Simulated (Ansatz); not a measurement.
C6H6O can be A, `C=Cc1ccco1`, or B, `O=C1C=CC=CC1`.

Computed with Ansatz on PBE0-D4/def2-TZVP structures; ΔE is electronic, products minus reactants. CCSD(T)/CBS is the MP2 limit (def2-TZVPP, def2-QZVPP) plus CCSD(T) − MP2 in def2-TZVPP, frozen cores. Functionals use def2-TZVPP. B3LYP here is the variant with VWN-RPA as its local correlation; programs differ in this. One conformer a species, not always the lowest.

A:

Z-matrix (Å, degrees):
```
C
C 1 1.332
H 1 1.083 2 121.5
H 1 1.082 2 120.9 3 180.0
C 2 1.437 1 125.7 3 0.0
H 2 1.086 1 120.0 3 -180.0
O 5 1.358 2 118.9 1 -0.0
C 5 1.364 2 131.7 1 180.0
C 7 1.349 5 107.4 2 180.0
C 8 1.422 5 106.6 2 -180.0
H 8 1.078 5 125.8 2 0.0
H 9 1.077 7 116.1 5 180.0
H 10 1.078 8 127.7 5 -180.0
```

B:

Z-matrix (Å, degrees):
```
C
C 1 1.485
C 1 1.517 2 117.0
H 1 1.097 2 110.3 3 123.0
H 1 1.098 2 110.2 3 -122.7
C 2 1.336 1 121.7 3 0.4
H 2 1.085 1 117.8 3 -179.7
C 3 1.461 1 117.0 2 -0.6
O 3 1.214 1 120.7 2 179.5
C 6 1.448 2 120.6 1 -0.1
H 6 1.084 2 120.7 1 179.9
H 8 1.084 3 116.7 1 -179.7
H 10 1.086 6 117.9 2 179.9
```

Which is lower in electronic energy at CCSD(T)/CBS, and by how much? (Estimate.)

Computed: B, by 34.7 kJ/mol.

Give E(B) − E(A) in kJ/mol with r2SCAN-D4, PBE-D4, CCSD(T)/def2-TZVPP, CCSD(T)/def2-SVP, LDA (SPW92), B3LYP, B3LYP-D4. (An estimate is asked.)

Ansatz gave: r2SCAN-D4 -31.3, PBE-D4 -31.2, CCSD(T)/def2-TZVPP -34.9, CCSD(T)/def2-SVP -36.8, LDA (SPW92) -18.1, B3LYP -32.6, B3LYP-D4 -35.6. None reverses the order clearly.

Does the order hold for the free energy at 298.15 K (harmonic terms from PBE0-D4)? (Estimate.)

Computed: Yes: G(B) − G(A) = -36.1 kJ/mol, for one conformer each. Modes under 60 cm⁻¹, often nearly free rotors, make the harmonic entropy too high.

Largest T1 diagnostic: 0.015.

The D4 term adds −3.0 kJ/mol with B3LYP and −1.5 kJ/mol with PBE0; it sums over pairs of atoms, weighted by their polarisabilities, and B3LYP, whose exchange is more repulsive, gets the larger term. Leaving LDA and LC-ωPBE aside and taking each functional with its dispersion term where it has one, the values, not all of them listed here, spread over 8.5 kJ/mol, from BHLYP-D4 to PBE-D4. LDA lies +11.3 kJ/mol from PBE without D4.
